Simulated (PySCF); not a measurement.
Work out the structure from these simulated measurements.

Elements present: C, H and S. Monoisotopic mass: 108.0067 u.

* Rotational structure: rotational constants A, B, C: 5.046, 1.874, 1.730 GHz [PBE0-D3(BJ)/def2-SVP]
* 1H NMR: chemical shifts (computed TMS as zero) by class: 2.25 (2 H), 2.06 (3 H), 1.32 (3 H) ppm [GIAO PBE0/pcSseg-1]
* NMR, other nuclei: isotropic shieldings of nuclei other than C and H, by class: 392 (1 S), 503 (1 S) ppm [GIAO PBE0/pcSseg-1]
* Dipole: 2.25 D [PBE0/pcSseg-1]
* 13C NMR: chemical shifts (computed TMS as zero) by class: 32.7 (1 C), 24.3 (1 C), 15.1 (1 C) ppm [GIAO PBE0/pcSseg-1]

Gas-phase values; electronic properties from PySCF, density fitting. Levels stand in brackets. Isolated species at its PBE0-D3(BJ)/def2-SVP geometry (one conformer only). NMR values are class means; diastereotopic atoms form classes of their own.

**Question.** Which formula fits the mass and the elements?

**Answer.** C3H8S2 (calculated 108.0067). No other formula that holds each of these elements comes within 0.0003 u with a fitting electron parity and a possible valence count.

**Question.** Propose a structure and show how it fits.

**Answer.** Numbering: `[CH3:1][CH2:2][S:3][S:4][CH3:5]`. Its formula, C3H8S2, gives 0 degrees of unsaturation, so no ring and no π bond. 3 carbons fall into 3 classes; from least to most shielded: sp3 carbon bound to sulfur [C2] (32.7 ppm), S-methyl carbon [C5] (24.3 ppm), methyl carbon [C1] (15.1 ppm). Hydrogen classes from least to most shielded: 2 H on an sp3 carbon bound to sulfur, C2 (2.25 ppm), 3 H on an S-methyl carbon, C5 (2.06 ppm, a mean of values up to 0.6 ppm apart in this geometry), 3 H on a methyl carbon, C1 (1.32 ppm, a mean of values up to 1.0 ppm apart in this geometry). The other shieldings belong to: 392 ppm, disulfide sulfur [S3]; 503 ppm, disulfide sulfur [S4]. The optimised geometry has point group C1 and is an asymmetric top. Structure: `CCSSC`. The assignments are read from this structure; whether some other isomer fits the data as well wasn't checked.

Shape of the structure used: `[CH3:1][CH2:2][S:3][S:4][CH3:5]`: C1–C2–S3–S4 -64°, C2–S3–S4–C5 -86°.
